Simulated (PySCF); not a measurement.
Species: C6H6.
Structure used (GFN2-xTB), in Å, numbered top down from 1:
```xyz
12
C6H6 angstrom
C     -2.466    0.605   -0.046
C     -1.276    0.099    0.259
C     -0.064    0.374   -0.478
C      1.107   -0.144   -0.150
C      2.530   -0.337   -0.333
C      1.960   -0.970    0.682
H     -2.598    1.268   -0.885
H     -3.348    0.377    0.528
H     -1.170   -0.566    1.107
H     -0.138    1.035   -1.332
H      3.407   -0.120   -0.893
H      2.057   -1.622    1.516
```

Computed, not measured: PySCF, TDDFT CAM-B3LYP/def2-SVPD, vertical, gas phase, core orbitals frozen in the response.

Transition dipole moments from the ground state, in atomic units and in the frame of the coordinates above (overall signs are arbitrary), for the states with f of 0.002 or more among the lowest 8:

```tsv
state	E (eV)	μx	μy	μz
S1	4.079	0.022	-0.204	0.263
S2	5.612	-2.399	0.649	-0.115
S3	5.631	0.097	0.106	0.097
S4	5.945	0.027	0.117	0.089
S7	6.620	-0.040	-0.176	-0.132
S8	6.702	-0.064	-0.271	-0.205
```

(1) Work out the oscillator strengths.

(2) What angle do the transition dipoles of S2 and S8 make?

(3) What peak molar absorption coefficient would the strongest computed level give as a lone Gaussian band 0.4 eV wide at half height?

Results:

(1) f = (2/3) ΔE |μ|² with ΔE in hartree (27.2114 eV).

| state | \|μ\|² (au) | \|μ\| (D) | f |
| --- | --- | --- | --- |
| S1 | 0.111 | 0.85 | 0.011 |
| S2 | 6.190 | 6.32 | 0.851 |
| S3 | 0.030 | 0.44 | 0.004 |
| S4 | 0.022 | 0.38 | 0.003 |
| S7 | 0.050 | 0.57 | 0.008 |
| S8 | 0.119 | 0.88 | 0.020 |

(2) |cos θ| = |μa·μb| / (|μa| |μb|) = 0.00, so θ ≈ 90° (taken between 0 and 90°, since the signs are arbitrary).

(3) ε(max) = 2.175×10⁸ f / FWHM, with the width in cm⁻¹. S2: 2.175×10⁸ × 0.8510 / 3226 ≈ 57000 L mol⁻¹ cm⁻¹.

One conformer stands for the species.
